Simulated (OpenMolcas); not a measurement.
**How methods differ on SiH3O (SMILES [O][SiH3])**

The species is SiH3O (5 atoms), meant as a doublet with charge 0. As SMILES, `[O][SiH3]`. Geometry: relaxed at GFN2-xTB.

```xyz
5

O    -1.4166    0.2678    0.6902
Si   -0.0659    0.0078    0.0199
H    -0.1206   -0.2424   -1.4475
H     0.6859   -1.1593    0.5729
H     0.9172    1.1260    0.1645
```

Quantity: the energy change with the Si2–H5 bond stretched from 1.496 to 2.992 Å, in eV. The values are calculated.

```csv
level,kind,program,value (eV),less FCI/STO-3G
ROHF/STO-3G,Hartree–Fock,OpenMolcas,4.79,+2.01
USVWN5/STO-3G,LDA,OpenMolcas,3.23,+0.45
UPBE/STO-3G,GGA,OpenMolcas,2.99,+0.21
U-r2SCAN/STO-3G,meta-GGA,OpenMolcas,3.32,+0.54
UB3LYP/STO-3G,global hybrid,OpenMolcas,3.45,+0.67
UM06-2X/STO-3G,hybrid meta-GGA,OpenMolcas,3.59,+0.81
"CASSCF(3,3)/STO-3G",multireference,OpenMolcas,3.23,+0.45
ROCCSD(T)/STO-3G,coupled cluster or CI,OpenMolcas,2.48,-0.30
FCI/STO-3G,exact in the basis,OpenMolcas,2.78,0.00
```

FCI/STO-3G is exact within its basis and frozen core, so for wave-function methods in that basis the difference is their error; functionals converge differently with the basis, so for them it is only a difference. The first shape isn't each level's own minimum. The values span 2.48 to 4.79 eV. All rows use very small basis sets, so even the best lies far from the true value.
